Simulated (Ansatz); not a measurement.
# LA phonon frequency at L of zinc-blende GaP at several levels of theory

No measured value is used here.

| level (code) | value (cm⁻¹) | cell (Å³/atom) |
|---|---|---|
| LDA (Ansatz) | 233 | 19.59 |
| BLYP (Ansatz) | 217 | 21.93 |
| PBE (Ansatz) | (withheld) | 20.87 |
| revPBE (Ansatz) | (withheld) | 21.27 |
| PBE-D3(BJ) (Ansatz) | 231 | 20.19 |
| r²SCAN (Ansatz) | 234 | 20.25 |
| B3LYP (VWN-RPA form) (Ansatz) | 230 | 21.15 |
| HSE06 (Ansatz) | 235 | 20.40 |
| r²SCANh (Ansatz) | (withheld) | 20.17 |
| Hartree–Fock (Ansatz) | 249 | 21.35 |

Question: Fill in the missing entries.

Answer: 
- PBE (Ansatz, a quantum-chemistry and plane-wave program), value (cm⁻¹): 224
- revPBE (Ansatz), value (cm⁻¹): 222
- r²SCANh (Ansatz), value (cm⁻¹): 237

PBE-D3(BJ): the dispersion coefficients are held fixed in the derivatives. Each level is taken at its own relaxed cell. Cutoffs and k meshes differ between the levels. Ansatz's density-functional and Hartree–Fock values are scalar-relativistic unless marked +SOC, with PAW data made under PBE.
